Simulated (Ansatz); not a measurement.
# CHBSi (triplet): from Hartree-Fock to the top rungs, def2-QZVPP

The task here is to estimate one member of a computed series from the others.

Program: Ansatz 0.2.0, Gaussian basis. Level of theory: def2-QZVPP, core rule «outside noble gas», up to 7 orbitals frozen. These are calculated values, not measurements.

To be run: UHF; ROHF; CCSD(T) on UHF.

2 further runs of the same task are left out: 2 set aside as unsound or not needed.

## The geometry

The geometry is a PBE0/def2-TZVP stationary point (not a proven minimum) of the parent state, kept for this charge and spin.

4 atoms, charge 0, spin multiplicity 3.

Atoms are counted from 1 here; the program's logs count them from 0.

Bond lengths: B1–C2 1.363 Å, B1–H4 1.175 Å, C2–Si3 1.675 Å. Angles: C2–B1–H4 180.0°, B1–C2–Si3 180.0°.

Set-up of the first run:

The input, in.yaml:

```yaml
crystal:
  periodic: [false, false, false]
  atoms:
    - {symbol: B, position_ang: [0.000000, 0.000000, 0.806500]}
    - {symbol: C, position_ang: [0.000000, 0.000000, -0.556100]}
    - {symbol: Si, position_ang: [0.000000, 0.000000, -2.231400]}
    - {symbol: H, position_ang: [0.000000, 0.000000, 1.981000]}
basis:
  gaussian: {orbitals: "def2-QZVPP.json"}
magnetization: {spin_polarized: true, initial_magnetization: 2}
hamiltonian: {xc: hf}
output: {orbitals: {seedname: orbitals}}
```

The run is started by

```console
$ ansatz run in.yaml --threads 1 --pin off --events-out ev --progress --plain --max-ram 2393MiB
```

Among the steps run: UHF; ROHF; CCSD(T) on UHF.

One table of the session follows, with a row left open; its other results are not shown here.

It belongs to the step «Misses and costs». 

| method | from UCCSD(T) (meV) |
| --- | --- |
| ROHF | +9753.0 |
| UHF | +9544.6 |
| UMP2 | +1326.0 |
| UCCSD | ? |
| UCCSD(T) | 0 |

**Question.** Estimate the row for UCCSD.

**Answer.** from UCCSD(T) (meV): +483.6. In the column «from UCCSD(T) (meV)» it lies between UCCSD(T) (0) and UMP2 (+1326.0).
